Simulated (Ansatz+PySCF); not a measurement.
Results of a calculation; reference values are marked as such.
Input for PySCF 2.14.0:

```python
from pyscf import gto, scf, cc

mol = gto.M(atom="""
C 0.000000 0.000000 0.000000
C 0.750630 0.000000 1.134080
C -0.750630 0.000000 1.134080
""", basis='6-31g', charge=1, spin=1)
mf = scf.UHF(mol)
mf.kernel()
mycc = cc.CCSD(mf, frozen=3).run()
et = mycc.ccsd_t()
print(mf.e_tot, mycc.e_corr, et, mycc.e_tot + et)
```

The script is written out from the run's settings.

Results

| Quantity | Value |
| --- | --- |
| Converged | yes |
| Reference energy | -112.82843 hartree |
| CCSD correlation energy | -0.29962 hartree |
| Triples correction | -0.02520 hartree |
| Total energy | -113.15325 hartree |
| Spin squared of the determinant | 0.799 |

The reference isn't the lowest determinant (another lies 1.93 eV lower), but the same method gives a higher total on the lower determinant. Caution: large share of triples, a single reference is doubtful.
